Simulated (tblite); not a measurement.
Species: COP (charge -1).
Numbering: `[O-:1][C:2]#[P:3]`
Bond orders are those of one Lewis drawing.

Computed with GFN2-xTB (tblite), gas phase: L-BFGS steps from a force-field or distance-geometry start until the largest atomic force falls under 0.01 eV/Å.

Step 0: E = -242.1104 eV
```
atom  x, y, z in Å  |  force x, y, z in eV/Å
O1     -1.3691    0.3719   -0.0026    6.892  -1.418  -0.069
C2     -0.0687    0.0977   -0.0115   -7.870   1.618   0.079
P3      1.4493   -0.2602    0.0016    0.978  -0.200  -0.010
```

**Question.** Estimate the geometry and energy of step 1. (The exact step hangs on the optimiser's Hessian estimate; all steps are aligned on step 0, rigid shifts and turns removed.)

**Answer.** E = -242.1189 eV, largest force 12.543 eV/Å
```
atom  x, y, z in Å  |  force x, y, z in eV/Å
O1     -1.2706    0.3516   -0.0036   -7.687   1.665   0.025
C2     -0.1811    0.1208   -0.0104   12.238  -2.751   0.022
P3      1.4632   -0.2631    0.0015   -4.551   1.086  -0.048
```

The energy changes by -0.0085 eV. The first-order estimate −F·Δx gives -1.6439 eV and the mean of the old and new forces, exact on a quadratic surface, +0.3263 eV. The step makes an angle of 0° with the force vector and moves no atom by more than 0.115 Å.

What follows is the cost of the whole relaxation. Time: under 0.1 s of wall time. Hardware: one thread of an Arm Neoverse N1, shared host with 64 logical CPUs at a one-minute load of 58.
